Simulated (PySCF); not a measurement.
An EPR job on `C#C/C(C)=C\[O]` [radical].

Computed with UKS B3LYP, pcH-1 on C H O, non-relativistic, mean-field spin-orbit, GIAO (PySCF 2.14.0). Geometry: GFN2-xTB. The input is one job of a driver script: a line of settings, then coordinates in Å.

Command:
```bash
OMP_NUM_THREADS=1 python probes_run.py task.json out
```

Input:
```
{"job": {"kind": "epr", "basis": "pcH-1"}, "charge": 0, "multiplicity": 2}
C      2.303343    -0.743612     0.468689
C      1.190538    -0.334134     0.221261
C     -0.068626     0.155270    -0.068659
C     -1.258443    -0.700076     0.178379
C     -0.205436     1.481363    -0.604989
O      0.703799     2.256603    -0.842351
H      3.269662    -1.093394     0.681691
H     -1.187352    -1.626504    -0.394607
H     -1.311352    -0.983579     1.231082
H     -2.172899    -0.179750    -0.096368
H     -1.257811     1.770484    -0.800091
```

Q: Estimate the output.

A: 
```
UKS, coarse grid
  cycle   1  E = -268.51687366  |g| = 6.13e-01
  cycle   2  E = -267.27198433  |g| = 1.67e+00
  cycle   3  E = -268.63158723  |g| = 2.58e-01
  cycle   4  E = -268.66853267  |g| = 8.69e-02
  cycle   5  E = -268.67241311  |g| = 2.67e-02
  cycle   6  E = -268.67283610  |g| = 1.19e-02
  cycle   7  E = -268.67297634  |g| = 4.92e-03
  cycle   8  E = -268.67300854  |g| = 4.31e-03
  cycle   9  E = -268.67302075  |g| = 2.00e-03
  cycle  10  E = -268.67302346  |g| = 1.05e-03
  cycle  11  E = -268.67302455  |g| = 2.85e-04
UKS, final grid
  cycle   1  E = -268.67301433  |g| = 4.80e-04
  cycle   2  E = -268.67301401  |g| = 1.02e-03
  cycle   3  E = -268.67301445  |g| = 7.71e-05
  cycle   4  E = -268.67301446  |g| = 5.11e-05
  cycle   5  E = -268.67301446  |g| = 4.39e-05
  cycle   6  E = -268.67301446  |g| = 1.21e-05
E = -268.67301446 Eh   <S^2> = 0.7701 (exact 0.7500)
g shifts (ppm)      1          2          3
  rmc          -184       -184       -184
  gc            -11         28         35
  oz_so           0       2056       5063
  total        -194       1900       4914
hyperfine (MHz)  atom isotope    a_iso     a_fc   dipolar eigenvalues
    0   13C      32.31      32.31    -33.04    -24.73     57.77
    1   13C     -51.06     -51.06    -16.39     -0.91     17.30
    2   13C      53.59      53.59    -51.33    -50.43    101.76
    3   13C     -23.25     -23.25     -1.87      0.19      1.68
    4   13C     -33.39     -33.39    -10.32      2.28      8.04
    5   17O     -17.08     -17.08    -80.64     40.19     40.45
    6    1H     -30.80     -30.80    -14.51     -1.88     16.39
    7    1H      79.22      79.22     -3.52     -2.13      5.65
    8    1H      79.09      79.09     -3.52     -2.13      5.66
    9    1H       1.17       1.17     -2.99     -2.64      5.63
   10    1H      -1.91      -1.91     -4.11     -2.07      6.18
```

rmc, gc and oz_so are the mass-correction, gauge-correction and orbital-Zeeman/spin–orbit parts of the g shift along its three principal axes; a_iso is the isotropic hyperfine coupling and a_fc its Fermi-contact part. Atoms in this output count from 0.

Q: How far is ⟨S²⟩ from the pure-spin value?

A: S = 0.5 gives S(S+1) = 0.75; the run has 0.7701, 0.0201 more.

Summary of the converged run: ⟨S²⟩ 0.770; g_iso 2.0045.

Geometry: GFN2-xTB; no solvent, vibrations or thermal averaging.

Q: How long does this job take on Arm Neoverse V2, one thread, shared host? And the peak memory of the process?

A: About 25 s (density and orbital grids were written too), with 0.78 GiB resident at the peak, the Python interpreter and its libraries included.
Labels such as C1 count atoms from 1, the log's own numbers from 0.
